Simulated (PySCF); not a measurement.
Molecule: trans-1,2-difluoroethene (F/C=C/F, C₂H₂F₂).

Molfile (atoms numbered from 1):
```
C2H2F2
     RDKit          3D

  6  5  0  0  0  0  0  0  0  0999 V2000
    0.8302   -0.6016   -1.4354 F   0  0  0  0  0  0  0  0  0  0  0  0
    0.4237    0.2107   -0.4665 C   0  0  0  0  0  0  0  0  0  0  0  0
   -0.4237   -0.2107    0.4665 C   0  0  0  0  0  0  0  0  0  0  0  0
   -0.8302    0.6016    1.4354 F   0  0  0  0  0  0  0  0  0  0  0  0
    0.8350    1.2227   -0.5055 H   0  0  0  0  0  0  0  0  0  0  0  0
   -0.8350   -1.2227    0.5055 H   0  0  0  0  0  0  0  0  0  0  0  0
  1  2  1  0
  2  3  2  0
  3  4  1  0
  2  5  1  0
  3  6  1  0
M  END
```

Spin–spin couplings on one PBE0-D3(BJ)/def2-SVP geometry, PySCF 2.14, gas phase, non-relativistic, equivalent pairs averaged; isotopes $^{19}$F; functional B3LYP.

Reference values (Hz): $^{3}J$(F1,F4) = -132.7 (measured; Jessen and Sauer, arXiv:2312.00705).

**Question.** How do the couplings (Hz) change with the basis set? Times are CPU seconds on shared hosts with different chips, so compare them loosely. Far from the basis limit: pcJ-0, 6-31G*, def2-TZVP, cc-pVTZ.

**Answer.** 
```tsv
basis set	functions	$^{3}J$(F1,F4)	abs. error	core-s
pcJ-0	58	-227.1	94.4	2.4
6-31G*	60	-123.8	8.9	2.5
pcJ-1	128	-164.9	32.2	7.7
def2-TZVP	136	-167.7	35.0	6.4
cc-pVTZ	148	-164.5	31.8	7.3
aug-cc-pVTZ-J	224	-153.1	20.4	14
pcJ-2	252	-158.4	25.7	17
```

Errors compare magnitudes, without vibrational corrections. Closest: 6-31G*; furthest: pcJ-0.

The Fermi-contact term samples the wavefunction at the nucleus, which is why sets with added tight s functions (names with J) are made for couplings. Agreement of an ordinary basis with the reference is then largely a cancellation of errors.
